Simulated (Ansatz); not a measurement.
**BSiHF (quartet): from Hartree-Fock to the top rungs at a displaced geometry (v1), cc-pVDZ**

The task here is to estimate one member of a computed series from the others.

Method: cc-pVDZ, core rule «outside noble gas», up to 7 orbitals frozen; program: Ansatz 0.2.0, Gaussian basis.

Plan: UHF; CCSD(T) on ROHF; CCSD(T) on UHF; BCCD(T) on ROHF; CISD; CCSDT(Q) on ROHF; CCSDT(Q) on UHF.

25 further runs of the same task are left out: 13 that didn't finish, 12 set aside as unsound or not needed.

### The system

The geometry is a PBE0/def2-TZVP stationary point (not a proven minimum) with its atoms shifted at random (size 0.040 Å).

4 atoms, charge 0, spin multiplicity 4.

Atoms are counted from 1 here; the program's logs count them from 0.

Bond lengths: B1–Si2 1.847 Å, Si2–F3 1.608 Å, Si2–H4 1.480 Å. Angles: B1–Si2–F3 128.9°, B1–Si2–H4 130.1°, F3–Si2–H4 100.9°.

Set-up of the first run:

The input, in.yaml:

```yaml
crystal:
  periodic: [false, false, false]
  atoms:
    - {symbol: B, position_ang: [-0.013852, -0.506926, 1.820384]}
    - {symbol: Si, position_ang: [-0.014685, 0.339547, 0.178877]}
    - {symbol: F, position_ang: [0.033279, -0.308015, -1.292317]}
    - {symbol: H, position_ang: [-0.069498, 1.781653, -0.150875]}
basis:
  gaussian: {orbitals: cc-pVDZ}
magnetization: {spin_polarized: true, initial_magnetization: 3}
hamiltonian: {xc: hf}
output: {orbitals: {seedname: orbitals}}
```

Run with:

```console
ansatz run in.yaml --threads 1 --pin off --events-out ev --progress --plain --max-ram 2393MiB
```

Steps of the session up to this table: UHF; CCSD(T) on ROHF; CCSD(T) on UHF; BCCD(T) on ROHF; CISD; CCSDT(Q) on ROHF; CCSDT(Q) on UHF.

One table of the session follows, with a row left open; its other results are not shown here.

It belongs to the step «Misses and costs». 

| method | from UCCSDT(Q) (meV) |
| --- | --- |
| ROHF | +9300.1 |
| UHF | +9263.0 |
| RMP2 | +952.0 |
| UMP2 | +963.3 |
| CISD | +1031.7 |
| RCCSD | +268.5 |
| UCCSD | +267.6 |
| RCCSD(T) | +53.9 |
| UCCSD(T) | +53.8 |
| BCCD(T) | +49.9 |
| RCCSDT | +21.3 |
| UCCSDT | +20.9 |
| RCCSDT(Q) | ? |
| UCCSDT(Q) | 0 |

Estimate the missing values for RCCSDT(Q).

The run gave: from UCCSDT(Q) (meV): +2.7. In the column «from UCCSDT(Q) (meV)» it lies between UCCSDT(Q) (0) and UCCSDT (+20.9).

Caveats from the session: Restricted and unrestricted rows rest on different reference determinants; where their highest levels disagree by more than a few hundredths of an eV, they describe different states and don't form one ladder.
